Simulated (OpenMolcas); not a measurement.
# A workflow on PH2 (SMILES [PH2])

Wanted: a series of 9 runs (ROHF/3-21G, CASSCF(7,6)/3-21G, CASPT2(7,6)/3-21G, CASPT2[IPEA 0](7,6)/3-21G, SC-NEVPT2(7,6)/3-21G, PC-NEVPT2(7,6)/3-21G, MC-PDFT[tPBE](7,6)/3-21G, MRCI(7,6)/3-21G, and more) of PH2. 

The calculation is run with OpenMolcas 26.06.

### 1 The molecule

PH2 has 3 atoms, charge 0, and is taken as a doublet. As SMILES, `[PH2]`. The P1–H3 distance was set to 1.740 Å, away from the relaxed value.

Bond lengths: P1–H2 1.392 Å. A long bond or contact: P1–H3 1.740 Å.

### 2 The energy at ROHF/3-21G (run 1)

step1.input reads:

```
* H2P Hartree-Fock
&GATEWAY
BasLib = $CurrDir
Coord
3
angstrom
P        0.799546      -0.197296       0.422103
H        0.396586       1.132814       0.341843
H       -0.625980      -0.724620      -0.425100
Basis = 3-21G
Group = NoSym
&SEWARD
&SCF
UHF
Spin = 2
PrOrbitals = 1 1
&RASSCF
FileOrb = $Project.UnaOrb
Spin = 2
Nactel = 1 0 0
Inactive = 8
Ras2 = 1
OutOrbitals = Canonical
OrbListing = Nothing
```

The basis set 3-21G is read from a file made from the Basis Set Exchange's data (not shown).

The run is started by

```
$ export MOLCAS_MEM=1860
$ pymolcas step1.input > step1.log
```

The log of the run:

```text
--- Start Module: gateway ---
[...]
--- Stop Module: gateway /rc=_RC_ALL_IS_WELL_ ---
[...]
      Basis functions           17
[...]
--- Start Module: scf ---
[...]
       Convergence after  12 Iterations
[...]
::    Total SCF energy                               -340.0979647356
[...]
      Total spin, S                                     0.5192303523
[...]
--- Stop Module: scf /rc=_RC_ALL_IS_WELL_ ---
[...]
--- Start Module: rasscf ---
[...]
      Number of active orbitals                  1
[...]
      Spin quantum number                      0.5
[...]
      Active orbitals                            1
[...]
      Number of CSFs                             1
[...]
      Number of root(s) required                 1
[...]
      Convergence after  6 iterations
[...]
      printout of CI-coefficients larger than  0.05 for root  1
      energy=    -340.095640
      conf/sym  1     Coeff  Weight
             1  u   1.00000 1.00000
      Natural orbitals and occupation numbers for root  1
      sym 1:   1.000000
      ************************************************************************************************************************
      *                                                    Final results                                                     *
[...]
::    RASSCF root number  1 Total energy:   -340.09563975
[...]
      Total electronic charge=   17.000000
      Total            charge=   -0.000000
[...]
      Dipole Moment (debye):
      Origin of the operator (angstrom)=    0.7437   -0.1728    0.3938
                   X= -4.3846E-01               Y=  7.5906E-01               Z= -1.6142E-01           Total=  8.9133E-01
      Quadrupole Moment (debye*angstrom):
[...]
--- Stop Module: rasscf /rc=_RC_ALL_IS_WELL_ ---
[...]
```

It took 5.1 s on 1 thread of Intel Xeon Platinum 8259CL at 2.50GHz (Skylake/Cascade Lake), shared host; peak memory 0.37 GiB.

### 3 A single-point energy at CASSCF(7,6)/3-21G (run 2)

step2.input reads:

```
&GATEWAY
  BASLIB=$CurrDir
  COORD
  3
  angstrom
  P        0.799546      -0.197296       0.422103
  H        0.396586       1.132814       0.341843
  H       -0.625980      -0.724620      -0.425100
  BASIS=3-21G
  GROUP=NoSym

&SEWARD

&RASSCF
  FILEORB=$CurrDir/step1.RasOrb
  SPIN=2
  NACTEL=7 0 0
  INACTIVE=5
  RAS2=6
  ORBLISTING=Nothing
  ORBAPPEAR=Compact
```

The basis set 3-21G is read from a file made from the Basis Set Exchange's data (not shown).

The run is started by

```
$ export MOLCAS_MEM=1860
$ pymolcas step2.input > step2.log
```

The log of the run:

```text
--- Start Module: gateway ---
[...]
--- Stop Module: gateway /rc=_RC_ALL_IS_WELL_ ---
--- Start Module: seward ---
[...]
      Basis functions           17
--- Stop Module: seward /rc=_RC_ALL_IS_WELL_ ---
[...]
--- Start Module: rasscf ---
[...]
      Number of active orbitals                  6
[...]
      Spin quantum number                      0.5
[...]
      Active orbitals                            6
[...]
      Number of CSFs                           210
[...]
      Number of root(s) required                 1
[...]
      Convergence after 10 iterations
[...]
      printout of CI-coefficients larger than  0.05 for root  1
      energy=    -340.144728
      conf/sym  111111     Coeff  Weight
             1  222u00   0.97174 0.94428
             5  22udu0  -0.05488 0.00301
            32  220u20   0.18032 0.03252
            61  202u02   0.10976 0.01205
      Natural orbitals and occupation numbers for root  1
      sym 1:   1.994843   1.971517   1.927515   1.000000   0.075094   0.031030
      ************************************************************************************************************************
      *                                                    Final results                                                     *
[...]
::    RASSCF root number  1 Total energy:   -340.14472805
[...]
      Total electronic charge=   17.000000
      Total            charge=   -0.000000
[...]
      Dipole Moment (debye):
      Origin of the operator (angstrom)=    0.7437   -0.1728    0.3938
                   X= -5.1639E-01               Y=  7.6995E-01               Z= -2.0345E-01           Total=  9.4914E-01
      Quadrupole Moment (debye*angstrom):
[...]
--- Stop Module: rasscf /rc=_RC_ALL_IS_WELL_ ---
[...]
```

Run time: 4.2 s. Hardware: 1 thread of Intel Xeon Platinum 8259CL at 2.50GHz (Skylake/Cascade Lake), shared host; peak memory 0.37 GiB.

Run 3 isn't shown in full; the table further down has it.

### 4 The energy at CASPT2[IPEA 0](7,6)/3-21G (run 4)

step4.input reads:

```
* H2P CASPT2

&GATEWAY
 BasLib=$CurrDir
 Coord
 3
 angstrom
 P        0.799546      -0.197296       0.422103
 H        0.396586       1.132814       0.341843
 H       -0.625980      -0.724620      -0.425100
 Basis=3-21G
 Group=NoSym

&SEWARD

&RASSCF
 FileOrb=$CurrDir/step2.RasOrb
 Spin=2
 Nactel=7 0 0
 Inactive=5
 Ras2=6
 OrbListing=Nothing
 OrbAppear=Compact

&CASPT2
 IPEA=0
 Imaginary=0.1
 Frozen=5
```

The basis set 3-21G is read from a file made from the Basis Set Exchange's data (not shown).

The run is started by

```
$ export MOLCAS_MEM=1860
$ pymolcas step4.input > step4.log
```

The log of the run:

```text
--- Start Module: gateway ---
[...]
--- Stop Module: gateway /rc=_RC_ALL_IS_WELL_ ---
[...]
      Basis functions           17
[...]
--- Start Module: rasscf ---
[...]
      Number of active orbitals                  6
[...]
      Spin quantum number                      0.5
[...]
      Active orbitals                            6
[...]
      Number of CSFs                           210
[...]
      Number of root(s) required                 1
[...]
      Convergence after  6 iterations
[...]
      printout of CI-coefficients larger than  0.05 for root  1
      energy=    -340.144728
      conf/sym  111111     Coeff  Weight
             1  222u00  -0.97174 0.94428
             5  22udu0   0.05488 0.00301
            32  220u20  -0.18032 0.03252
            61  202u02  -0.10976 0.01205
      Natural orbitals and occupation numbers for root  1
      sym 1:   1.994844   1.971517   1.927512   1.000000   0.075097   0.031029
      ************************************************************************************************************************
      *                                                    Final results                                                     *
[...]
::    RASSCF root number  1 Total energy:   -340.14472806
[...]
      Total electronic charge=   17.000000
      Total            charge=   -0.000000
[...]
      Dipole Moment (debye):
      Origin of the operator (angstrom)=    0.7437   -0.1728    0.3938
                   X= -5.1647E-01               Y=  7.7005E-01               Z= -2.0349E-01           Total=  9.4928E-01
      Quadrupole Moment (debye*angstrom):
[...]
--- Stop Module: rasscf /rc=_RC_ALL_IS_WELL_ ---
[...]
--- Start Module: caspt2 ---
[...]
 ###    WARNING: User changed nr of frozen orbitals.                         ###
 ###############################################################################
[...]
      E2 (Variational):          -0.0221204666
      Total energy:            -340.1668485217
[...]
      Reference weight:           0.98960
[...]
::    CASPT2 Root  1     Total energy:   -340.16684852
[...]
--- Stop Module: caspt2 /rc=_RC_ALL_IS_WELL_ ---
[...]
```

Wall time 3.9 s (1 thread of Intel Xeon Platinum 8259CL at 2.50GHz (Skylake/Cascade Lake), shared host); peak memory 0.37 GiB.

Runs 5 to 8 aren't shown in full; the table further down has their settings and results.

### 5 A single-point energy at MRACPF(7,6)/3-21G (run 9)

step9.inp reads:

```
>>> EXPORT MOLCAS_PRINT=2

&GATEWAY
 BasLib=$CurrDir
 Coord
 3
 angstrom
 P        0.799546      -0.197296       0.422103
 H        0.396586       1.132814       0.341843
 H       -0.625980      -0.724620      -0.425100
 Basis=3-21G
 Group=NoSym

&SEWARD

&RASSCF
 FileOrb=$CurrDir/step2.RasOrb
 Spin=2
 Nactel=7 0 0
 Inactive=5
 Ras2=6
 OrbListing=Nothing
 OrbAppear=Compact

&MOTRA
 LumOrb
 Frozen=5

&GUGA
 Electrons=7
 Spin=2
 Inactive=0
 Active=6
 CIAll=1

&MRCI
 ACPF
```

The basis set 3-21G is read from a file made from the Basis Set Exchange's data (not shown).

The run is started by

```
$ export MOLCAS_MEM=1860
$ pymolcas step9.inp > step9.log
```

The log of the run:

```text
--- Start Module: gateway ---
[...]
--- Stop Module: gateway /rc=_RC_ALL_IS_WELL_ ---
[...]
      Basis functions           17
[...]
      Number of active orbitals                  6
[...]
      Spin quantum number                      0.5
[...]
      Active orbitals                            6
[...]
      Number of CSFs                           210
[...]
      Number of root(s) required                 1
[...]
      Convergence after  6 iterations
[...]
      printout of CI-coefficients larger than  0.05 for root  1
      energy=    -340.144728
      conf/sym  111111     Coeff  Weight
             1  222u00  -0.97174 0.94428
             5  22udu0   0.05488 0.00301
            32  220u20  -0.18032 0.03252
            61  202u02  -0.10976 0.01205
      Natural orbitals and occupation numbers for root  1
      sym 1:   1.994844   1.971517   1.927512   1.000000   0.075097   0.031029
      ************************************************************************************************************************
      *                                                    Final results                                                     *
[...]
::    RASSCF root number  1 Total energy:   -340.14472806
[...]
      Dipole Moment (debye):
      Origin of the operator (angstrom)=    0.7437   -0.1728    0.3938
                   X= -5.1647E-01               Y=  7.7005E-01               Z= -2.0349E-01           Total=  9.4928E-01
      Quadrupole Moment (debye*angstrom):
[...]
      *** WARNING: Default frozen orbitals is overwritten by user input.
      *** Default values:   5
[...]
--- Start Module: guga ---
[...]
--- Stop Module: guga /rc=_RC_ALL_IS_WELL_ ---
--- Start Module: mrci ---
[...]
       USE THE DEFAULT ACPF G-VALUE GFAC=  0.28571428571428570
[...]
    MR ACPF CALCULATION.
[...]
            REFERENCE CI ENERGY:  -340.14472806
[...]
        ACPF CORRELATION ENERGY:    -0.02682211
                    ACPF ENERGY:  -340.17155017
[...]
      Total electronic charge=   17.000000
      Total            charge=   -0.000000
[...]
  ACPF State   1     Total energy:   -340.17155017
[...]
--- Stop Module: mrci /rc=_RC_ALL_IS_WELL_ ---
[...]
```

It took 4.8 s on 1 thread of Intel Xeon Platinum 8259CL at 2.50GHz (Skylake/Cascade Lake), shared host; peak memory 0.37 GiB.

### 6 All runs side by side

```csv
run,level,active rule,inactive,energy (Eh),dipole moment (D) of the reference,wall time
1,ROHF/3-21G,–,–,-340.095640,0.89,5.1 s
2,"CASSCF(7,6)/3-21G",full valence,5,-340.144728,0.95,4.2 s
3,"CASPT2(7,6)/3-21G",full valence,5,-340.166137,0.95,4.5 s
4,"CASPT2[IPEA 0](7,6)/3-21G",full valence,5,-340.166849,0.95,3.9 s
5,"SC-NEVPT2(7,6)/3-21G",full valence,5,-340.164655,0.95,4.8 s
6,"PC-NEVPT2(7,6)/3-21G",full valence,5,-340.165006,0.95,4.8 s
7,"MC-PDFT[tPBE](7,6)/3-21G",full valence,5,-340.550615,0.95,4.5 s
8,"MRCI(7,6)/3-21G",full valence,5,-340.171259,0.95,4.8 s
9,"MRACPF(7,6)/3-21G",full valence,5,-340.171550,0.95,4.8 s
```

### 7 Summary of results

```
                                                quantity          value
                  run 9, MRACPF(7,6)/3-21G: total energy  -340.17155 Eh
run 9, MRACPF(7,6)/3-21G: dipole moment (CASSCF density)         0.95 D
```

What this shows: Below the ROHF energy at the same shape and in the same basis (3-21G): CASSCF(7,6) -49.1 mEh; CASPT2(7,6) -70.5 mEh; CASPT2[IPEA 0](7,6) -71.2 mEh; SC-NEVPT2(7,6) -69.0 mEh; PC-NEVPT2(7,6) -69.4 mEh; MRCI(7,6) -75.6 mEh. Active-space methods hold only the correlation inside their space unless a perturbation or CI step follows. All runs together took 41 s, the longest 5.1 s.
